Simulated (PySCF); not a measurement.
Bond curve of NaSi⁺

Set-up: PySCF, no relativity, basis sets Na pcseg-2, Si pcseg-2. Energies in eV from Na⁺ + Si in their ground configurations at the same level. All curves are PBE0. state 1: ³Π (triplet), unpaired electrons σ ↑, π ↑; state 2: Ms = 0 determinant of mixed spin (⟨S²⟩ near 1.0), unpaired electrons σ ↑, π ↓, a second solution, started from another occupation; state 3: ¹Σ⁺ (singlet), closed shell, a second solution, started from another occupation; state 4: triplet, unpaired electrons π ↑↑, a second solution, started from another occupation.

```
R (Å)  state 1  state 2  state 3  state 4
2.691  -0.3532  -0.0706   0.3106   0.3017
2.816  -0.4443  -0.1697   0.1901   0.2353
2.941  -0.4938  -0.2259   0.1283   0.1935
3.035  -0.5113  -0.2475   0.1103   0.1729
3.129  -0.5162  -0.2557   0.1103   0.1585
3.223  -0.5116  -0.2536   0.1242   0.1484
3.348  -0.4948  -0.2390   0.1584   0.1392
3.505  -0.4626  -0.2081   0.2179   0.1312
3.692  -0.4156  -0.1611   0.3026   0.1238
3.942  -0.3500  -0.0941   0.4219   0.1143
```

Question: Put a parabola through the three lowest points of the state 1 curve and estimate Re, k and ωe (reduced mass 12.62 u; 1 eV/Å² = 0.16022 mdyn/Å; ωe = 1302.8·√(k/μ) cm⁻¹).

Answer: Through R = 3.035, 3.129, 3.223 Å the second-order coefficient is 0.538 eV/Å², so Re ≈ 3.130 Å, k ≈ 0.172 mdyn/Å and ωe ≈ 152 cm⁻¹. A polynomial fit of higher order to the unrounded PBE0 energies gives Re = 3.126 Å, k = 0.173 mdyn/Å, ωe = 153 cm⁻¹; anharmonicity and rounding make the difference.

The higher-order fit for each curve: state 1: Re = 3.126 Å, ωe = 153 cm⁻¹, De = 0.52 eV; state 2: Re = 3.154 Å, ωe = 153 cm⁻¹, minimum 0.256 eV below the ground-state fragments; state 3: Re = 3.081 Å, ωe = 197 cm⁻¹, minimum 0.108 eV above the ground-state fragments. State 4 gave no clean fit.

For an ion De counts to the pair picked by the measured ionisation energies or electron affinities, which need not be the lowest pair at this level. The state was picked by a PBE0 search and need not be the measured ground state.
